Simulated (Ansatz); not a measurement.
Input file:

```yaml
crystal:
  periodic: [false, false, false]
  atoms:
    - {symbol: Al, position_ang: [0.000000, 0.000000, 0.105100]}
    - {symbol: C, position_ang: [0.000000, 0.000000, -1.811100]}
    - {symbol: H, position_ang: [0.000000, 0.000000, 1.706000]}
basis:
  gaussian: {orbitals: cc-pVDZ}
total_charge: 1
magnetization: {spin_polarized: false, initial_magnetization: 1}
correlation: {method: ccsd_t, electrons: outside_noble_gas}
```

```sh
$ ansatz run in.yaml --threads 1 --pin off --events-out ev --progress --plain --max-ram 3968MiB --backend cpu
```

Output:

```
357 factors; integrals over basis functions are off by at most 9.9e-4 eV
mean field evaluation 1: about -7615.4017 eV, gradient 1.3e1 eV
mean field evaluation 2: about -7615.4022 eV, gradient 1.3e1 eV
mean field evaluation 4: about -7616.0936 eV, gradient 1.5e0 eV
mean field evaluation 8: about -7616.1047 eV, gradient 3.3e-4 eV
mean field evaluation 16: about -7616.1044 eV, gradient 1.7e-1 eV
mean field evaluation 32: about -7613.0094 eV, gradient 1.1e-3 eV
mean field evaluation 64: about -7613.0077 eV, gradient 1.1e-6 eV
mean field evaluation 96: about -7616.0528 eV, gradient 2.1e0 eV
mean field evaluation 128: about -7600.3279 eV, gradient 3.9e1 eV
mean field evaluation 160: about -7600.2826 eV, gradient 8.1e-2 eV
...
mean field evaluation 640: about -7616.8195 eV, gradient 1.1e0 eV
determinant -7616.10465002 eV, -279.8866835070 hartree, with singles and doubles -7620.23743638 eV, -280.0385606045 hartree
determinant -7614.89515962 eV, -279.8422355545 hartree, with singles and doubles -7619.05751938 eV, -279.9951994544 hartree
determinant -7613.00774669 eV, -279.7728744089 hartree, with singles and doubles -7617.42073992 eV, -279.9350489187 hartree
determinant -7608.08497201 eV, -279.5919657763 hartree, with singles and doubles -7612.44894496 eV, -279.7523388241 hartree
unrestricted determinant -7616.83372870 eV, -279.9134766545 hartree, S^2 1.5867
6 core orbitals not correlated: weight in the atoms' cores, before any rotation towards them, 1.000 or more for the frozen orbitals, at most 0.000 for the correlated occupied ones
reference -7616.10465002 eV, -279.8866835070 hartree; 4, 3 occupied and 27, 28 virtual orbitals, 357 factors
second order -3.07710910 eV of doubles, -0.05506372 eV of singles
cycle   1  -4.13330844 eV  change   -5.2e-4 eV  update   2.6e-3
cycle   2  -4.13382245 eV  change   -5.1e-4 eV  update   2.0e-3
cycle   3  -4.13466857 eV  change   -8.5e-4 eV  update   1.2e-3
cycle   4  -4.13514004 eV  change   -4.7e-4 eV  update   4.2e-4
cycle   5  -4.13577158 eV  change   -6.3e-4 eV  update   1.5e-4
cycle   6  -4.13609657 eV  change   -3.2e-4 eV  update   5.1e-5
cycle   7  -4.13611040 eV  change   -1.4e-5 eV  update   1.5e-5
cycle   8  -4.13609611 eV  change    1.4e-5 eV  update   9.2e-6
cycle   9  -4.13608854 eV  change    7.6e-6 eV  update   4.4e-6
perturbative correction -0.12106364 eV, -0.0044490068 hartree
Total energy: -7620.36180220 eV, -280.0431309642 hartree
```

For the same geometry and basis full CI lies 50.5 meV lower.

Ran on 1 thread of AMD EPYC 7R13, shared host: 2.1 s wall, 0.12 GiB peak host memory.
